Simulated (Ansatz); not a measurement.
The first iterations of a band of AlH3 (4 atoms, charge 0, multiplicity 1).

Theory: Ansatz 0.2.0, RKS r2SCAN/def2-SVP.

```
movable images  : 3
climbing image  : no
spring          : 5.0 eV/Å²
optimiser       : quadratic models (default)
start path      : through a guess of the saddle point
force threshold : 0.05 eV/Å
iteration limit : 60
end points      : relaxed
```

First end point:

```xyz
4
Properties=species:S:1:pos:R:3
Al 0.392 0.000 0.226
H 0.392 0.000 1.815
H 1.768 0.000 -0.568
H -0.984 0.000 -0.568
```

Last end point:

```xyz
4
Properties=species:S:1:pos:R:3
Al -0.817 -0.001 0.714
H 1.403 0.000 0.936
H 1.390 0.000 0.155
H -0.408 0.000 -0.899
```

| iteration | highest image above the first end (eV) | largest band force component (eV/Å) |
| --- | --- | --- |
| 1 | 4.042 | 7.662 |
| 2 | 3.132 | 3.199 |

**Question.** Does the band converge within its limit, and where does its top end?

**Answer.** The run converged. It ended after 7 iterations with the highest image 2.292 eV above the first end. Neighbouring images differ by up to 1.7 eV, so the band resolves the path poorly. No image climbed, so the highest image needn't sit at the top of the path. So few images can step over the top or miss a turn of the path. The orbitals stay closed-shell, which can raise the energy where a bond breaks towards radicals; this wasn't checked here.

Run time: 20 s on 1 thread of Arm Neoverse V1, with other jobs on the host, peak memory 0.087 GiB.
